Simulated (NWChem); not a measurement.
The numbers come from NWChem runs, not from measurements. System: methanethiol (CH₄S), charge 0, spin multiplicity 1, at a geometry optimised with PBE0/def2-SVP. Level: RHF/def2-TZVP.

NWChem printed:

```
             Northwest Computational Chemistry Package (NWChem) 7.3.0
             --------------------------------------------------------

                                NWChem Input Module
                                -------------------

 Scaling coordinates for geometry "geometry" by  1.889725989
 (inverse scale =  0.529177249)

 Turning off AUTOSYM since
 SYMMETRY directive was detected!

                             Geometry "geometry" -> ""
                             -------------------------

 Output coordinates in angstroms (scale by  1.889725989 to convert to a.u.)

  No.       Tag          Charge          X              Y              Z
 ---- ---------------- ---------- -------------- -------------- --------------
    1 C                    6.0000     1.04680800     0.47325800     0.00000000
    2 S                   16.0000    -0.57200000    -0.34130300     0.00000000
    3 H                    1.0000     1.19876300     1.08551700     0.89986300
    4 H                    1.0000     1.79508600    -0.33129100     0.00000000
    5 H                    1.0000     1.19876300     1.08551700    -0.89986300
    6 H                    1.0000    -1.32146700     0.78156600     0.00000000

 Effective nuclear repulsion energy (a.u.)      56.2440236419

            Nuclear Dipole moment (a.u.)
            ----------------------------
        X                 Y               Z
 ---------------- ---------------- ----------------
    -0.0000132281     0.0000170075     0.0000000000

      Symmetry information
      --------------------

 Group name             Cs
 Group number              2
 Group order               2
 No. of unique centers     5

      Symmetry unique atoms

     1    2    3    4    6


 Summary of "ao basis" -> "" (spherical)
 ------------------------------------------------------------------------------
       Tag                 Description            Shells   Functions and Types
 ---------------- ------------------------------  ------  ---------------------
 *                         def2-tzvp                  on all atoms

 Summary of "ao basis" -> "ao basis" (spherical)
 ------------------------------------------------------------------------------
       Tag                 Description            Shells   Functions and Types
 ---------------- ------------------------------  ------  ---------------------
 C                         def2-tzvp                11       31   5s3p2d1f
[...]
   Bfn.  Coefficient  Atom+Function         Bfn.  Coefficient  Atom+Function
  ----- ------------  ---------------      ----- ------------  ---------------
    47      0.377091  2 S  py                36     -0.249751  2 S  s
    35     -0.233323  2 S  s                 50      0.233654  2 S  py
    44      0.177844  2 S  py                34      0.153037  2 S  s

 Vector   13  Occ=2.000000D+00  E=-3.560139D-01  Symmetry=a"
              MO Center= -4.6D-01, -2.4D-01,  3.5D-14, r^2= 1.9D+00
   Bfn.  Coefficient  Atom+Function         Bfn.  Coefficient  Atom+Function
  ----- ------------  ---------------      ----- ------------  ---------------
    48      0.510847  2 S  pz                51      0.413897  2 S  pz
    45      0.234314  2 S  pz                39     -0.182813  2 S  pz

 Vector   14  Occ=0.000000D+00  E= 1.266675D-01  Symmetry=a'
              MO Center=  3.3D-01,  5.7D-01,  2.3D-15, r^2= 6.4D+00
   Bfn.  Coefficient  Atom+Function         Bfn.  Coefficient  Atom+Function
  ----- ------------  ---------------      ----- ------------  ---------------
     5      3.991913  1 C  s                 77     -1.545931  4 H  s
    71     -1.487154  3 H  s                 83     -1.487154  5 H  s
    89     -1.204740  6 H  s                 49     -0.878835  2 S  px
    50      0.402547  2 S  py                 4     -0.321693  1 C  s
    12      0.286173  1 C  px                 3      0.220301  1 C  s

 Vector   15  Occ=0.000000D+00  E= 1.657962D-01  Symmetry=a'
              MO Center= -2.5D-01,  4.1D-01,  2.8D-15, r^2= 6.7D+00
   Bfn.  Coefficient  Atom+Function         Bfn.  Coefficient  Atom+Function
  ----- ------------  ---------------      ----- ------------  ---------------
     5      2.696415  1 C  s                 36     -1.957138  2 S  s
    89      1.194902  6 H  s                 50     -0.917646  2 S  py
    77     -0.914297  4 H  s                 71     -0.837525  3 H  s
    83     -0.837525  5 H  s                 12     -0.553928  1 C  px
    49     -0.464859  2 S  px                 9     -0.246706  1 C  px

 Vector   16  Occ=0.000000D+00  E= 2.095225D-01  Symmetry=a'
              MO Center=  1.2D-01,  3.3D-01, -7.6D-14, r^2= 5.7D+00
   Bfn.  Coefficient  Atom+Function         Bfn.  Coefficient  Atom+Function
  ----- ------------  ---------------      ----- ------------  ---------------
     5      1.962756  1 C  s                 71     -1.936001  3 H  s
    83     -1.936001  5 H  s                 13      1.453517  1 C  py
    49      1.323162  2 S  px                12      0.826231  1 C  px
    89      0.645118  6 H  s                 36      0.574435  2 S  s
     4     -0.568783  1 C  s                 88      0.231226  6 H  s

 center of mass
 --------------
 x =  -0.11151421 y =  -0.10200838 z =   0.00000000

 moments of inertia (a.u.)
 ------------------
          39.302089796724         -46.482560624434           0.000000000000
         -46.482560624434         117.771899261965           0.000000000000
           0.000000000000           0.000000000000         145.416753285770

  Mulliken analysis of the total density
  --------------------------------------

    Atom       Charge   Shell Charges
 -----------   ------   -------------------------------------------------------
    1 C    6     6.31   0.85  1.12  0.47  0.71  0.04  1.22  1.45  0.35  0.02  0.07  0.00
    2 S   16    16.19   2.01  0.49  1.48  1.04  0.79  4.18  1.69  0.89  2.32  1.17  0.04  0.08  0.01
    3 H    1     0.88   0.26  0.49  0.10  0.02
    4 H    1     0.88   0.26  0.49  0.11  0.02
    5 H    1     0.88   0.26  0.49  0.10  0.02
    6 H    1     0.88   0.23  0.50  0.12  0.02

       Multipole analysis of the density wrt the origin
       ------------------------------------------------

     L   x y z        total         open         nuclear
     -   - - -        -----         ----         -------
     0   0 0 0     -0.000000      0.000000     26.000000

     1   1 0 0      0.370013      0.000000     -0.000013
     1   0 1 0      0.530407      0.000000      0.000017
     1   0 0 1     -0.000000      0.000000      0.000000

     2   2 0 0    -14.300341      0.000000     70.180199
     2   1 1 0     -0.970748      0.000000     25.251397
     2   1 0 1      0.000000      0.000000      0.000000
     2   0 2 0    -15.298414      0.000000     22.443911
     2   0 1 1      0.000000      0.000000      0.000000
     2   0 0 2    -16.907329      0.000000      5.783363

 Task  times  cpu:        1.8s     wall:        1.8s

 Total times  cpu:        1.8s     wall:        1.8s
```

Problem. Write an NWChem input that would produce this output.

Solution. Several could match; the one computed here: 
```
start mol
memory heap 200 mb stack 800 mb global 1000 mb
geometry units angstroms nocenter noautoz
  C      1.046808     0.473258     0.000000
  S     -0.572000    -0.341303     0.000000
  H      1.198763     1.085517     0.899863
  H      1.795086    -0.331291     0.000000
  H      1.198763     1.085517    -0.899863
  H     -1.321467     0.781566     0.000000
  symmetry group Cs
end
basis spherical
  * library def2-tzvp
end
scf
  rhf
  nopen 0
  maxiter 100
  thresh 1e-7
  semidirect memsize 60000000 filesize 0
end
task scf energy
```
